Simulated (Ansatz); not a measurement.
One change: `CC(F)(F)Cl` becomes `CC(O)(F)F`.

Ansatz, PBE0-D4/def2-TZVP geometries, multiplicity 1. Each molecule was computed in one conformer, which needn't be the lowest.

```json
{"property": "ideal-gas entropy at 298 K and 1 bar (rigid rotor, harmonic PBE0-D4/def2-TZVP) / J/(mol·K)", "`CC(F)(F)Cl`": "307"}
{"property": "zero-point energy (PBE0-D4/def2-TZVP) / kJ/mol", "`CC(F)(F)Cl`": "133.3"}
{"property": "size of the dipole moment (ωB97M-V/def2-TZVPP) / D", "`CC(F)(F)Cl`": "2.15"}
{"property": "LUMO energy (PBE0/def2-TZVPP) / eV", "`CC(F)(F)Cl`": "0.50"}
{"property": "LUMO energy (PBE/def2-TZVPP) / eV", "`CC(F)(F)Cl`": "-0.65"}
{"property": "HOMO–LUMO gap (PBE0/def2-TZVPP) / eV", "`CC(F)(F)Cl`": "9.81"}
```

Q: Give the same properties after the change, and the shifts. (Best estimate.)

A: Computed: 
```json
{"property": "ideal-gas entropy at 298 K and 1 bar (rigid rotor, harmonic PBE0-D4/def2-TZVP) / J/(mol·K)", "`CC(O)(F)F`": "301", "shift": "-6"}
{"property": "zero-point energy (PBE0-D4/def2-TZVP) / kJ/mol", "`CC(O)(F)F`": "169.9", "shift": "36.6"}
{"property": "size of the dipole moment (ωB97M-V/def2-TZVPP) / D", "`CC(O)(F)F`": "0.83", "shift": "-1.32"}
{"property": "LUMO energy (PBE0/def2-TZVPP) / eV", "`CC(O)(F)F`": "1.14", "shift": "0.64"}
{"property": "LUMO energy (PBE/def2-TZVPP) / eV", "`CC(O)(F)F`": "0.26", "shift": "0.91"}
{"property": "HOMO–LUMO gap (PBE0/def2-TZVPP) / eV", "`CC(O)(F)F`": "10.91", "shift": "1.10"}
```

With PBE0 the HOMO falls by 0.47 eV and the LUMO rises by 0.64 eV, so the gap widens by about 1.11 eV. PBE moves the HOMO by -0.05 eV and ωB97M-V by -0.66 eV. The zero-point energy changes by 36.6 kJ/mol with +3 modes. Dipoles are sizes alone; their direction can turn.
